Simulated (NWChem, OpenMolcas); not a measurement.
SO2 (sulfur dioxide): the vertical energy of the triplet above the singlet from total energies

SO2: 3 atoms, total charge 0, spin state singlet. SMILES: `O=S=O`. Geometry: relaxed at GFN2-xTB.

```jsonl
{"atom": "O", "x (Å)": "-0.9702", "y (Å)": "0.6297", "z (Å)": "-0.4591"}
{"atom": "S", "x (Å)": "0.2800", "y (Å)": "0.3714", "z (Å)": "0.1941"}
{"atom": "O", "x (Å)": "0.6902", "y (Å)": "-1.0011", "z (Å)": "0.2650"}
```

Both states at this one shape; open shells run unrestricted unless said. 1 Eh = 27.2114 eV.

```
                                                             level     program  singlet SO2 (Eh)  triplet SO2 (Eh)
                                 HF/STO-3G, open shells restricted  OpenMolcas       -540.607311       -540.622291
                                                       PBE0/STO-3G  OpenMolcas       -541.671443       -541.606498
UB2PLYP/6-31G* (ZORA, Cartesian functions), 7 core orbitals frozen      NWChem       -550.103043       -549.977980
```

Work out the vertical gap, second state less first, at each level.


1. HF/STO-3G, open shells restricted: -540.622291 − (-540.607311) = -0.014980 Eh = -0.41 eV.
2. PBE0/STO-3G: -541.606498 − (-541.671443) = 0.064945 Eh = 1.77 eV.
3. UB2PLYP/6-31G* (ZORA, Cartesian functions): -549.977980 − (-550.103043) = 0.125063 Eh = 3.40 eV.

No measured value is set beside it here; the levels span -0.41 to 3.40 eV. Hartree–Fock favours the state with fewer electron pairs, since it lacks pair correlation. Minimal sets are far from the basis-set limit.
